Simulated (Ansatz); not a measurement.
## H3NSi: structure from calculated spectroscopic constants

These gas-phase data were calculated for one isomer of H3NSi at PBE0-D4/def2-TZVP (harmonic, unscaled wavenumbers; equilibrium rotational constants with average atomic masses):

| Property | Result |
| --- | --- |
| rotational constants | 137.8, 15.13, 13.63 GHz |
| all wavenumbers above 1500 cm⁻¹ | 3682, 3584, 1999, 1591 |
| dipole moment | 2.03 D (PBE0/def2-TZVPD) |

Candidates:

(1) `N[SiH]`, a singlet
(2) `N=[SiH2]`, a singlet

Problem. Assign the data to one candidate and say why.

Solution. Candidate (1). 2 modes lie between 3250 and 3800 cm⁻¹, one for each N–H bond, while (2) has 1.

The same quantities for all candidates:

|  | rotational constants (GHz) | wavenumbers above 1500 cm⁻¹ | dipole (D) | E above the lowest, PBE0-D4/def2-TZVP (kcal/mol) |
| --- | --- | --- | --- | --- |
| (1) | 137.8, 15.13, 13.63 | 3682, 3584, 1999, 1591 | 2.03 | 0.0 |
| (2) | 135.7, 16.85, 14.99 | 3617, 2283, 2201 | 2.47 | 17.0 |

Harmonic stretches to hydrogen usually lie a few per cent above observed fundamentals. Each candidate is one conformer. Programs: Ansatz 0.2.0.
